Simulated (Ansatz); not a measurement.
Consider the ligand exchange at a P–O bond: `OPO` + H₂S → `OPS` + H₂O.

Calculated with Ansatz (gas phase, PBE0-D4/def2-TZVP geometries, no zero-point term in ΔE). CCSD(T)/CBS is the MP2 limit (def2-TZVPP, def2-QZVPP) plus CCSD(T) − MP2 in def2-TZVPP, frozen cores. This one scheme is used for every species. One conformer a species, not always the lowest.

| species | CCSD(T)/CBS(def2) energy (Eh) |
| --- | --- |
| `OPO` | -493.12147 |
| H₂S | -398.97279 |
| `OPS` | -815.71343 |
| H₂O | -76.37941 |

**Question.** Work out ΔE.

**Answer.** ΔE = (-815.71343) + (-76.37941) − (-493.12147) − (-398.97279) = 0.00142 Eh = +0.04 eV.

Largest T1 diagnostic among the species: 0.014.

From PBE to PBE0 (25 % exact exchange), in def2-TZVPP and without D4, ΔE moves by +0.04 eV. Leaving LDA and LC-ωPBE aside and taking each functional with its dispersion term where it has one, the values, not all of them listed here, spread over 0.25 eV, from revPBE-D4 to CAM-B3LYP-D4. LDA lies +0.05 eV from PBE without D4. The D4 term adds −0.05 eV with B3LYP and −0.02 eV with PBE0; it sums over pairs of atoms, weighted by their polarisabilities, and B3LYP, whose exchange is more repulsive, gets the larger term.

B3LYP here is the variant with VWN-RPA as its local correlation; programs differ in this.
